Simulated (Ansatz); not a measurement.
Species: SiH2, charge 1, doublet. SiH2+ (parent SMILES [SiH2], doublet).
B3LYP-D3(BJ)/def2-TZVP minimum from Ansatz (an electronic-structure program):
```
Si
H 1 1.4893
H 1 1.4893 2 119.40
```
Charge +1, spin multiplicity 2.

Total energies in cc-pV(T+d)Z, 5 correlated electrons, 5 frozen orbitals. UHF or UKS for unpaired electrons; spin-orbit terms are left out. Correlated methods leave the cores frozen. No relativity. Full CI freezes restricted core orbitals and the other rows unrestricted ones, which leaves a small offset even where coupled cluster is exact.

```
method    program  energy (Eh)  error against FCI (mEh)
--------  -------  -----------  -----------------------
HF         Ansatz   -289.74201                    98.56
MP2        Ansatz   -289.81740                    23.18
CCSD       Ansatz   -289.83798                     2.59
CCSD(T)    Ansatz   -289.83997                     0.60
CCSDT(Q)   Ansatz   -289.84061                    -0.04
CCSDTQ     Ansatz   -289.84062                    -0.04
FCI        Ansatz   -289.84057                     0.00
```

Rough core times of Ansatz's runs on a shared machine: CCSD(T) under 20 s, CCSDT(Q) 50 s, CCSDTQ 10 min, FCI 4 min.
